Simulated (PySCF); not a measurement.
Cost against result

Saddle point of BNH3Cl, singlet (BNH₃Cl ([NH2][BH][Cl]) → BNHCl ([NH][B][Cl]) + H₂; bonds formed: H2–H4; bonds broken: B1–H2, N3–H4), PBE0-D4/def2-TZVP structure:

```xyz
6
angstrom
B -0.3594 -0.0638 0.0235
H -0.3986 0.5600 -1.2101
N 0.9182 -0.3829 0.2192
H 0.4761 0.5534 -0.8431
Cl -1.9619 0.0175 0.7163
H 1.3254 -0.6842 1.0940
```

Barriers are electronic and count from the start structure reached by relaxing down the imaginary mode.

Computed with PySCF 2.14 with density fitting (its default auxiliary sets; JK sets also for MP2 and CCSD(T)) (basis: as named in each row); correlated methods freeze the cores. B3LYP uses VWN-RPA correlation. Extrapolation: Hartree–Fock as exp(−7.88 √X), correlation as X^−2.97.

Times are rough, for one single point on 4 threads of a shared host (Arm Neoverse V2).

The estimate by CCSD(T) at an estimated basis limit (MP2 extrapolated from triple and quadruple zeta, plus CCSD(T) − MP2 in triple zeta) is 80.95 kcal/mol.

```tsv
method	basis	time (s)	barrier (kcal/mol)	method less estimate
HF	STO-3G	under 1	146.81	65.86
B3LYP-D4	6-31G	2	93.05	12.10
MP2	def2-QZVPP	2	79.80	-1.16
PBE-D4	def2-SVP	2	72.38	-8.58
PBE0-D4	def2-SVP	2	78.91	-2.04
SPW92	def2-TZVPP	4	70.39	-10.57
CCSD(T)	def2-SVP	4	82.64	1.68
BHLYP-D4	def2-TZVPP	5	87.07	6.12
PBE0-D4	def2-TZVPP	5	78.86	-2.09
B3LYP-D4	def2-TZVPP	5	80.10	-0.85
PBE-D4	def2-TZVPP	5	72.79	-8.16
r2SCAN-D4	def2-TZVPP	11	77.17	-3.78
wB97M-V	def2-TZVPP	70	81.26	0.31
CCSD(T)	def2-TZVPP	73	81.53	0.58
```

All methods are single points on the PBE0-D4 structures.

No T1 diagnostic of these runs exceeds 0.015.

Labels in which every atom is bracketed show which atoms are joined, not bond orders.
